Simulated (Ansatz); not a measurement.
# C4H7N: a ladder of functionals and wavefunction methods

One table from this session's results is given with a row withheld; the runs are named, their logs left out.

Computed with Ansatz 0.2.0, Gaussian basis. Level: functionals in def2-TZVPP, the program's frozen cores in correlated methods.

Levels to be run: PBE-D4, r2SCAN-D4, PBE0-D4, B3LYP-D4, ωB97X-V, ωB97M-V, B2PLYP; CCSD(T)/def2-TZVPP; MP2/def2-QZVPP; extrapolation to the limit.

## Structure used throughout

The geometry comes from an earlier relaxation with PBE0-D4 in a triple-zeta def2 set; it is a stationary point, not always the lowest conformer.

SMILES `CC1CC1=N`, 12 atoms, charge 0, spin multiplicity 1.

Atoms are counted from 1 here; the program's logs count them from 0.

Bond lengths: C1–C2 1.504 Å, C1–H6 1.093 Å, C1–H7 1.093 Å, C1–H8 1.093 Å, C2–C3 1.546 Å, C2–C4 1.464 Å, C2–H9 1.088 Å, C3–C4 1.455 Å, C3–H10 1.085 Å, C3–H11 1.086 Å, C4–N5 1.254 Å, N5–H12 1.022 Å. Angles: C2–C1–H6 111.2°, C2–C1–H7 111.0°, C2–C1–H8 110.8°, H6–C1–H7 108.0°, H6–C1–H8 107.7°, H7–C1–H8 108.1°, C1–C2–C3 120.2°, C1–C2–C4 120.9°, C1–C2–H9 115.4°, C3–C2–C4 57.7°, C3–C2–H9 114.4°, C4–C2–H9 116.0°, C2–C3–C4 58.3°, C2–C3–H10 117.9°, C2–C3–H11 117.4°, C4–C3–H10 119.0°, C4–C3–H11 118.2°, H10–C3–H11 114.7° and more.

Set-up of the first run:

The input, in.yaml:

```yaml
crystal:
  periodic: [false, false, false]
  atoms:
    - {symbol: C, position_ang: [-1.295074, 0.503789, -0.539651]}
    - {symbol: C, position_ang: [-0.151026, -0.450975, -0.332082]}
    - {symbol: C, position_ang: [0.335783, -0.782323, 1.097578]}
    - {symbol: C, position_ang: [1.136262, 0.017540, 0.183377]}
    - {symbol: N, position_ang: [2.199700, 0.671125, 0.064395]}
    - {symbol: H, position_ang: [-1.260198, 0.951111, -1.536083]}
    - {symbol: H, position_ang: [-2.256029, -0.005655, -0.431518]}
    - {symbol: H, position_ang: [-1.258546, 1.316287, 0.189918]}
    - {symbol: H, position_ang: [-0.109901, -1.287530, -1.026495]}
    - {symbol: H, position_ang: [0.638401, -1.802948, 1.307453]}
    - {symbol: H, position_ang: [-0.158428, -0.277498, 1.922602]}
    - {symbol: H, position_ang: [2.255956, 1.091976, -0.865496]}
basis:
  gaussian: {orbitals: def2-TZVPP}
hamiltonian: {xc: pbe, dispersion: d4}
output: {forces: true, orbitals: {seedname: orbitals}}
```

Launch:

```sh
ansatz run in.yaml --threads 4 --pin off --events-out ev --progress --plain --max-ram 10444MiB
```

Among the steps run: PBE-D4 (GGA); r2SCAN-D4 (meta-GGA); PBE0-D4 (hybrid); B3LYP-D4 (hybrid); ωB97X-V (range-separated); ωB97M-V (range-separated); B2PLYP (double hybrid); CCSD(T) in def2-TZVPP; MP2 in def2-QZVPP.

One table of the session follows, with a row left open; its other results are not shown here.

| method | atoms, summed (eV) | atomisation energy (kcal/mol) |
| --- | --- | --- |
| PBE-D4 | -5692.985 | 1205.9 |
| r2SCAN-D4 | -5698.396 | 1170.5 |
| PBE0-D4 | -5694.597 | 1181.6 |
| B3LYP-D4 | ? | ? |
| ωB97X-V | -5700.135 | 1170.6 |
| ωB97M-V | -5699.069 | 1171.8 |
| B2PLYP | -5697.186 | 1157.5 |
| HF/def2-TZVPP | -5678.236 | 837.2 |
| MP2/def2-TZVPP | -5688.013 | 1154.7 |
| CCSD/def2-TZVPP | -5690.672 | 1115.9 |
| CCSD(T)/def2-TZVPP | -5690.955 | 1134.8 |
| MP2/CBS | -5689.690 | 1183.3 |
| CCSD(T)/CBS | -5692.631 | 1163.4 |

**Question.** Estimate the row for B3LYP-D4.

As computed: atoms, summed (eV): -5702.336; atomisation energy (kcal/mol): 1170.7. In the column «atoms, summed (eV)» it is the lowest.

To keep in mind: Free atoms (4 C, 1 N, 7 H) were run apart at each level; the atomisation energy is their sum less the molecule, without zero-point or spin-orbit terms.
